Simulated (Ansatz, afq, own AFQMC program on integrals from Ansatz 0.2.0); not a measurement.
**Atomization energy of C₃H₈GeO, singlet**

```csv
atom,x (Å),y (Å),z (Å)
C,-1.3307,-0.6657,-0.2132
C,-0.0713,0.0000,0.3143
C,1.1205,-0.9416,0.3375
O,0.2395,1.1054,-0.5152
Ge,0.3097,2.7807,0.1077
H,-2.1745,0.0404,-0.2056
H,-1.1759,-1.0009,-1.2505
H,-1.6035,-1.5377,0.4005
H,-0.2645,0.3518,1.3504
H,2.0091,-0.4322,0.7395
H,1.3546,-1.2808,-0.6834
H,0.9153,-1.8242,0.9624
H,0.6920,3.3701,-1.3296
```

Atoms in their ground-state spins without spin–orbit coupling (mostly on UHF) minus the molecule (RHF), without zero-point energy. The geometry is a stationary point, not shown to be a minimum.

Basis def2-SVP. Noble-gas cores (and the filled d shells of Ga–Kr and In–Xe) are frozen. Integrals, coupled cluster, full CI and functionals: Ansatz 0.2.0; the random walks run on the same integrals in our own AFQMC program. ph-AFQMC/CISD is guided by a CISD state made of CCSD amplitudes; releasing the constraint for a short imaginary time cuts its bias at the price of noise, slowly where states lie close. Uncertainties: one standard error, sampling alone. No spin–orbit coupling. The errors of all members are added in quadrature.

No full CI on the walks' own integrals is used here. The released AFQMC energy serves as the reference, which it does only where one determinant dominates, the energy is flat over the last release times and near the phaseless one (40 meV or 2 meV an electron, half that with transition metals). On small molecules, where full CI could be run and the noise was under 10 meV, such values lay within 10 meV of it in 19 cases of 20, a flattering rate, since the rule was set on those same cases; what remains of the bias isn't in the error bar. Each member takes its own surest rung, up to full CI.

The best estimate is CCSD(T) at the basis-set limit (CBS: def2-TZVPP and def2-QZVPP, with their diffuse functions for anions and beside diffuse sets, MP2 extrapolated, CCSD(T) minus MP2 from TZVPP) plus the step from CCSD(T) to AFQMC with the constraint released in def2-SVP. Rows without CBS are in def2-SVP, the functionals in def2-TZVP; B2PLYP and the wave-function rows carry a basis error of their own. Core correlation and relativity beyond core potentials are missing, and ± holds the sampling alone.

Cautions: inner d shell frozen; no relativity below Rb; no spin-orbit coupling; C₃H₈GeO (singlet): the released value is read at 0.63 1/Eh with a noise of 13 meV, more than in the cases checked, later times being too noisy (meV from the phaseless value at times in 1/Eh: -22 ± 13 at 0.21, -28 ± 12 at 0.42, -16 ± 13 at 0.63, -25 ± 18 at 0.90); other spins of the molecule weren't checked.

```tsv
level	atomization energy (kJ/mol)
MP2	4660.2
wB97M-V	4848.4
CCSD	4585.1
```

(1) From these cheaper values, estimate the atomization energy at the level of the best estimate.

(1) 4855.4 ± 1.3 kJ/mol (best estimate, highest rung released AFQMC).

```json
{"level": "HF", "atomization energy (kJ/mol)": "3587.7", "error against the best estimate (kJ/mol)": "-1267.7 ± 1.3"}
{"level": "CCSD(T)", "atomization energy (kJ/mol)": "4633.0", "error against the best estimate (kJ/mol)": "-222.4 ± 1.3"}
{"level": "ph-AFQMC/CISD", "atomization energy (kJ/mol)": "4637.0 ± 0.9", "error against the best estimate (kJ/mol)": "-218.4 ± 1.5"}
{"level": "released AFQMC", "atomization energy (kJ/mol)": "4637.4 ± 1.3", "error against the best estimate (kJ/mol)": "-218.0"}
{"level": "HF/CBS", "atomization energy (kJ/mol)": "3545.7", "error against the best estimate (kJ/mol)": "-1309.8 ± 1.3"}
{"level": "MP2/CBS", "atomization energy (kJ/mol)": "4900.7", "error against the best estimate (kJ/mol)": "45.2 ± 1.3"}
{"level": "CCSD(T)/CBS", "atomization energy (kJ/mol)": "4851.0", "error against the best estimate (kJ/mol)": "-4.4 ± 1.3"}
{"level": "PBE", "atomization energy (kJ/mol)": "4911.9", "error against the best estimate (kJ/mol)": "56.4 ± 1.3"}
{"level": "r2SCAN", "atomization energy (kJ/mol)": "4846.4", "error against the best estimate (kJ/mol)": "-9.0 ± 1.3"}
{"level": "PBE0", "atomization energy (kJ/mol)": "4828.7", "error against the best estimate (kJ/mol)": "-26.8 ± 1.3"}
{"level": "B3LYP", "atomization energy (kJ/mol)": "4805.7", "error against the best estimate (kJ/mol)": "-49.7 ± 1.3"}
{"level": "B2PLYP", "atomization energy (kJ/mol)": "4777.0", "error against the best estimate (kJ/mol)": "-78.4 ± 1.3"}
```

Correlation beyond CCSD(T) adds 4.4 ± 1.3 kJ/mol. Going to the basis-set limit adds 218.0 kJ/mol at CCSD(T). The perturbative (T) step is worth +47.9 kJ/mol.

Best estimates are given only where the step beyond CCSD(T) is under 0.3 eV and no member's determinant is very poor (T1 over 0.05, or 0.07 for open shells, ⟨S²⟩ too high by 0.3, two states mixed), so the hardest cases are missing from such tables.

The functionals ran in a triple-zeta set and keep a basis error of their own, a few kJ/mol for each bond in atomization energies and more for double hybrids, so close places among them and the extrapolated levels can swap.

Each member of a difference takes its own highest rung, so a best estimate needn't equal the limit plus the step of one row. Released energies are given only where the last usable release times agree within the noise; a slower fall can still hide under it.
